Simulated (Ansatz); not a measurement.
# C₂H₃O radical: geometry and frequencies at several levels

An exercise on one series of results from a longer session: the logs are not shown, and one member is left open.

Method: the levels named in each step, in Ansatz 0.2.0.

## The structure to begin with

Bond lengths: C1–O2 1.129 Å, C3–H4 1.068 Å, C3–H5 1.070 Å, C3–H6 1.068 Å. Angles: H4–C3–H5 120.0°, H4–C3–H6 119.8°, H5–C3–H6 120.1°.

Structure file:

```xyz
6

C     0.3301    0.8354   -0.6046
O     1.2752    0.6827   -0.0065
C    -1.6226   -1.3928    0.4915
H    -2.3043   -2.0817    0.0439
H    -1.4605   -0.4347    0.0442
H    -1.0741   -1.6780    1.3622
```

Set-up of the first run:

The input, input.yaml:

```yaml
crystal:
  periodic: [false, false, false]
  atoms:
    - { symbol: C, position_ang: [0.33008, 0.83537, -0.60457] }
    - { symbol: O, position_ang: [1.27516, 0.68274, -0.00645] }
    - { symbol: C, position_ang: [-1.62264, -1.39285, 0.49147] }
    - { symbol: H, position_ang: [-2.30435, -2.08172, 0.04389] }
    - { symbol: H, position_ang: [-1.46048, -0.43471, 0.04416] }
    - { symbol: H, position_ang: [-1.07413, -1.67797, 1.36218] }
magnetization:
  spin_polarized: true
  initial_magnetization: 1
basis:
  gaussian: { orbitals: def2-SVP }
hamiltonian:
  xc: pbe
  dispersion: d4
relax:
  f_tol: 0.03
  max_steps: 200
```

Command:

```console
> ansatz run input.yaml --threads 2 --pin off --max-ram 5120MiB --backend cpu --events-out ev --progress --plain --runs-dir out
```

Among the steps run: A rough first relaxation, PBE-D4/def2-SVP; Relaxation, PBE0-D4/def2-TZVPP; Frequencies, PBE0-D4/def2-TZVPP; Relaxation, PBE-D4/def2-TZVPP; Frequencies, PBE-D4/def2-TZVPP; Relaxation, r2SCAN-D4/def2-TZVPP; Frequencies, r2SCAN-D4/def2-TZVPP; Relaxation, B3LYP-D4/def2-TZVPP; Frequencies, B3LYP-D4/def2-TZVPP; Relaxation, B2PLYP/def2-TZVPP.

One of the session's tables, all rows but one given; the rest of the session is left out.

```
               level  C1–O2 (Å)  C1–C3 (Å)  dipole (D)  highest frequency (cm⁻¹)
  PBE0-D4/def2-TZVPP     1.1755     1.4969        2.58                      3145
   PBE-D4/def2-TZVPP     1.1896     1.5043        2.47                      3057
r2SCAN-D4/def2-TZVPP     1.1813     1.5002        2.58                      3122
 B3LYP-D4/def2-TZVPP          ?          ?           ?                         ?
   B2PLYP/def2-TZVPP     1.1826     1.5076        2.49                         -
```

Q: Estimate the row for B3LYP-D4/def2-TZVPP from the others.

**Answer.** C1–O2 (Å): 1.1781; C1–C3 (Å): 1.5066; dipole (D): 2.55; highest frequency (cm⁻¹): 3117. In the column «C1–O2 (Å)» it lies between PBE0-D4/def2-TZVPP (1.1755) and r2SCAN-D4/def2-TZVPP (1.1813).
